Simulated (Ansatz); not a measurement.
C2H5FO2, SMILES `OC(O)CF`, relaxed with RKS PBE0-D4/def2-TZVP in Ansatz from a PBE-D4/def2-SVP geometry. The force threshold is 0.005 eV/Å; the program also tests the step.

Total charge 0; spin multiplicity 1.

Start:

```xyz
10

O    -0.780    0.833   -1.011
C     0.205   -0.028   -0.503
O     1.393    0.648   -0.158
C    -0.300   -0.726    0.758
F    -0.874    0.233    1.591
H    -1.108    1.328   -0.230
H     0.382   -0.789   -1.302
H     1.624    1.197   -0.931
H     0.535   -1.223    1.294
H    -1.078   -1.473    0.491
```

| step | energy (eV) | largest force (eV/Å) | largest move (Å) |
| --- | --- | --- | --- |
| 1 | -8960.6972 | 0.664 | 0.000 |
| 2 | -8960.7366 | 0.256 | 0.026 |
| 3 | -8960.7425 | 0.046 | 0.020 |
| 4 | -8960.7431 | 0.035 | 0.012 |
| 5 | -8960.7433 | 0.062 | 0.013 |
| 6 | -8960.7436 | 0.013 | 0.007 |
| 7 | -8960.7436 | 0.004 | 0.003 |

End:

```xyz
10

O    -0.781    0.811   -1.021
C     0.195   -0.030   -0.491
O     1.362    0.664   -0.151
C    -0.294   -0.733    0.757
F    -0.826    0.202    1.626
H    -1.109    1.357   -0.296
H     0.392   -0.780   -1.268
H     1.616    1.192   -0.914
H     0.529   -1.244    1.259
H    -1.085   -1.441    0.499
```

Hardware: 4 threads of an Arm Neoverse V1 on a shared host. Wall time 18 s, peak host memory 0.4 GiB.
